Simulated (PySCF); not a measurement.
Two species compared at the same levels of theory.

First species: CH2Si.
SMILES with atom numbers: `[CH:1]#[SiH:2]` (hydrogens: H3 on C1; H4 on Si2)

Second species: propylenediamine, C3H10N2.
InChI=1S/C3H10N2/c1-3(5)2-4/h3H,2,4-5H2,1H3/t3-/m1/s1

Levels: wB97X-D/def2-SVPD for dipole moment, HOMO energy, LUMO energy, HOMO–LUMO gap, static isotropic polarisability and electronic spatial extent ⟨r²⟩ about the centre of nuclear charge; TDDFT wB97X-D/def2-SVPD for lowest singlet excitation; TDA wB97X-D/def2-SVPD for lowest triplet excitation (Tamm–Dancoff); GFN2-xTB for rotational constant A and rotational constant C. Geometries: GFN2-xTB. Each structure is a single optimised conformer of the isolated species, non-relativistic unless stated; the electronic structure was computed with PySCF and density fitting.

The conformers computed, where there is a choice (atom-mapped SMILES and torsion angles):
- `[CH3:1][C@@H:2]([NH2:3])[CH2:4][NH2:5]`: C1–C2–C4–N5 179°, H–N3–C2–C1 59°, H–N3–C2–C1 -60°, H–N5–C4–C2 54°, H–N5–C4–C2 -62°

Values for the first species:

| Property | Result |
| --- | --- |
| Dipole moment | 3.09 D |
| HOMO energy | -8.39 eV |
| LUMO energy | -0.47 eV |
| HOMO–LUMO gap | 7.92 eV |
| Lowest singlet excitation | 2.51 eV |
| Lowest triplet excitation (Tamm–Dancoff) | 1.97 eV |
| Static isotropic polarisability | 49.2 au |
| Electronic spatial extent ⟨r²⟩ about the centre of nuclear charge | 115 bohr² |
| Rotational constant A | 628.141 GHz |
| Rotational constant C | 15.842 GHz |

Problem. Estimate the same properties for the second species, and the change in each.

Solution. 
```tsv
property	first	second	second less first
dipole moment	3.09 D	2.35 D	-0.74 D
HOMO energy	-8.39 eV	-8.56 eV	-0.17 eV
LUMO energy	-0.47 eV	2.29 eV	+2.76 eV
HOMO–LUMO gap	7.92 eV	10.85 eV	+2.93 eV
lowest singlet excitation	2.51 eV	6.65 eV	+4.14 eV
lowest triplet excitation (Tamm–Dancoff)	1.97 eV	6.49 eV	+4.52 eV
static isotropic polarisability	49.2 au	56.5 au	+7.3 au
electronic spatial extent ⟨r²⟩ about the centre of nuclear charge	115 bohr²	509 bohr²	+394 bohr²
rotational constant A	628.141 GHz	7.894 GHz	-620.247 GHz
rotational constant C	15.842 GHz	2.722 GHz	-13.120 GHz
```

On the first: 1 of the 8 computed singlets lies in the visible range (750 to 380 nm, 1.65 to 3.26 eV), with an oscillator strength of 0.003. The 8 singlets span 2.51 to 6.98 eV, and their oscillator strengths add up to 0.66.

On the second: S1 lies 4.20 eV below the HOMO–LUMO gap; its leading configuration is HOMO→LUMO, weight 0.47, beside HOMO→LUMO+1, weight 0.30. The dipole equals about 7.8 × 10⁻³⁰ C·m (1 D = 3.33564 × 10⁻³⁰ C·m).
